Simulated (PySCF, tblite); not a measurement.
## ammonia and cyanide

A gas-phase complex of ammonia and cyanide; charge -1, singlet. The structure comes from a short search (6 tight-binding starts) and was relaxed by PBE0-D3(BJ)/def2-TZVPD; another way of binding may lie lower. Frequencies by PBE0-D3(BJ)/def2-TZVPD show no clear imaginary mode.

```
part     name  SMILES  atoms  charge  multiplicity
   1  ammonia       N    1–4       0             1
   2  cyanide  [C-]#N    5–6      -1             1
```

| atom | part | x (Å) | y (Å) | z (Å) |
| --- | --- | --- | --- | --- |
| N1 | 1 | 0.120 | -0.426 | 0.230 |
| H2 | 1 | 0.809 | -0.140 | -0.460 |
| H3 | 1 | -0.578 | -0.943 | -0.296 |
| H4 | 1 | -0.356 | 0.448 | 0.502 |
| C5 | 2 | -1.977 | 3.136 | 0.408 |
| N6 | 2 | -1.360 | 2.178 | 0.672 |

```
contact  kind (by geometry)  distance (Å)  angle (°)
H4···N6       hydrogen bond         2.008        169
```

Interaction energies are complex less parts, with the parts frozen as they stand in it; counterpoise-corrected, in kcal/mol (PySCF). The CCSD(T) estimate is Hartree-Fock/aug-cc-pVQZ, plus the MP2 correlation part extrapolated as X⁻³ from aug-cc-pVTZ and aug-cc-pVQZ, plus CCSD(T) less MP2 in aug-cc-pVDZ; noble-gas cores are frozen. It isn't the exact limit.

```tsv
level	interaction	superposition error removed
Hartree-Fock/aug-cc-pVQZ	-6.76	-
wB97M-D3(BJ)/def2-TZVPD	-9.04	-0.29
PBE0-D3(BJ)/def2-TZVPD	-9.62	-0.26
MP2/aug-cc-pVQZ	-9.02	-0.31
```

(1) What does CCSD(T) at its estimated basis limit give, and which of these levels comes nearest?

(2) What holds them together? Decompose the wB97M-D3(BJ)/def2-TZVPD energy: frozen parts, their antisymmetrised product, then relaxation.

The parts were also relaxed and run alone, at the levels used for the complex: vibrations by PBE0-D3(BJ)/def2-TZVPD; shieldings by PBE0/aug-pcSseg-2; core levels by delta-SCF with SCAN, aug-pcX-2 on the ionised atom and aug-pcseg-1 elsewhere, spin-free X2C.

(3) How do these values change when the complex forms?

(4) What are the binding energy from relaxed parts (wB97M-D3(BJ)/def2-TZVPD), and ΔH and ΔG of association at 298.15 K and 1 atm?

Results:

(1) -8.95 kcal/mol. wB97M-D3(BJ)/def2-TZVPD and MP2/aug-cc-pVQZ come equally near, within the error of the estimate; the errors are Hartree-Fock/aug-cc-pVQZ +2.19, wB97M-D3(BJ)/def2-TZVPD -0.09, PBE0-D3(BJ)/def2-TZVPD -0.67, MP2/aug-cc-pVQZ -0.07.

(2) electrostatic -12.8, Pauli repulsion +11.0, orbital relaxation -6.8, dispersion correction -0.8 kcal/mol, which sum to the value before the counterpoise correction; the Pauli term holds the exchange-correlation of the frozen density too. Of the attraction, 63 % is electrostatic, 33 % is orbital relaxation, 4 % is dispersion correction.

(3) 
| property | alone | in the complex | change |
| --- | --- | --- | --- |
| N1–H4 bond (Å) | 1.013 | 1.033 | +0.020 |
| stretch carried by H4 (cm⁻¹, harmonic) | 3502, 3630, 3630 | 3260 | -327 from the mean |
| its infrared intensity (km/mol) | 4, 5, 5 | 613 |  |
| shielding of H4 (ppm) | 31.56 | 26.69 | -4.87 |
| shielding of N6 (ppm) | -42.2 | -37.7 | +4.5 |
| shielding of N1 (ppm) | 262.2 | 250.6 | -11.5 |
| N1 1s core level (eV) | 405.53 | 400.64 | -4.89 |
| C5 1s core level (eV) | 283.86 | 284.34 | +0.48 |
| N6 1s core level (eV) | 397.50 | 397.96 | +0.45 |

The core-hole states of C5, N6 are spin-contaminated (⟨S²⟩ 0.83, 0.80 against 0.75 for a pure doublet), so those values and differences from them are less sure.

(4) -8.73 kcal/mol, -7.55 with zero-point energy; ΔH -7.8 and ΔG -1.3 kcal/mol, from harmonic vibrations by PBE0-D3(BJ)/def2-TZVPD with low modes damped.
